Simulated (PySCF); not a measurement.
Unknown: peak-picked proton spectrum

Formula C6H6. The spectrum was simulated from the full spin Hamiltonian at 600 MHz with 0.6 Hz Lorentzian lines, from shifts rounded to 0.01 ppm and J to 0.1 Hz, couplings under 1 Hz left out.

```
region  integral (H)    ppm      Hz  height
     1             2  7.067  4240.1       3
     1                7.065  4239.2       3
     1                7.060  4236.0      70
     1                7.055  4232.8       3
     1                7.053  4231.9       3
     2             2  4.736  2841.6       3
     2                4.730  2838.0     100
     2                4.724  2834.4       3
     3             2  4.655  2793.3       2
     3                4.650  2790.0      65
     3                4.645  2786.7       2
```

¹³C{¹H} NMR (computed): δ 154.4 (C), 147.7 (CH), 93.1 (CH2).

[PySCF: geometry from PBE0-D3(BJ)/def2-SVP; shielding tensors at KT2/pcSseg-2 (GIAO); B3LYP/pcJ-1 coupling constants (without the spin–dipole term); no solvent; non-relativistic Hamiltonian; equivalent nuclei averaged; single conformer]

References, each an isolated molecule treated in the same way: ¹H (σref 31.18), ¹³C (σref 182.28) vs TMS.

Problem. Analyse the multiplets.

Solution. ¹H NMR (600 MHz, computed): δ 7.06 (m, 2H), 4.73 (m, 2H), 4.65 (m, 2H). These are first-order names from the parameters used; overlap and second-order distortion can hide them in the list.

Problem. What is the compound?

Solution. 3,4-dimethylenecyclobut-1-ene.

Structure with atom numbers: `[CH2:1]=[C:2]1[CH:3]=[CH:4][C:5]1=[CH2:6]`; H(Xn) means a hydrogen on atom n. Ha(C6) is cis to C2; Ha(C1) is cis to C3; Hb(C6) is trans to C2; Hb(C1) is trans to C3.

δ 7.06: H(C3)/H(C4), hydrogen on an alkene CH, coupled to Hb(C1)/Ha(C6) and Ha(C1)/Hb(C6) (1.1 Hz). δ 4.73: Hb(C1)/Ha(C6), hydrogen on a terminal =CH2 carbon, coupled to H(C3)/H(C4) (1.2 Hz). δ 4.65: Ha(C1)/Hb(C6), hydrogen on a terminal =CH2 carbon, coupled to H(C3)/H(C4) (1.1 Hz).

This is the structure that produced the data.

Multiplet labels drop couplings under 1 Hz and merge nearly equal ones. Couplings among chemically equivalent protons are left out too, so labels in AA′BB′ or AA′XX′ sets are apparent multiplicities. Shifts are as computed. Against solution values, carbons near 30 ppm lie about +3 ppm off and those near 130 ppm about -1 ppm. Of 1211 compounds with measured shifts, 218 miss one by over three times the rms of a fit or turn the order of signals round; such compounds aren't used in these exercises.
